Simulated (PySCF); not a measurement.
All values below come from PySCF with TPSSh-D3(BJ)/def2-TZVP // PBE0-D3(BJ)/def2-TZVP. Isolated molecules, 0 K electronic values unless said otherwise. 

Reference species (SMILES): `S` (neutral, multiplicity 1).

* **HOMO–LUMO gap**: 6.94 eV
* **HOMO**: -6.81 eV
* **hole reorganisation energy (four-point)**: 0.024 eV

Changed species: `I`.

Problem. Give the shifts of the HOMO–LUMO gap, HOMO and hole reorganisation energy (four-point).

Solution. the HOMO–LUMO gap drops by 0.81 eV, to 6.13 eV; the HOMO drops by 0.52 eV, to -7.33 eV; the hole reorganisation energy (four-point) decreases by 0.014 eV, to 0.010 eV.
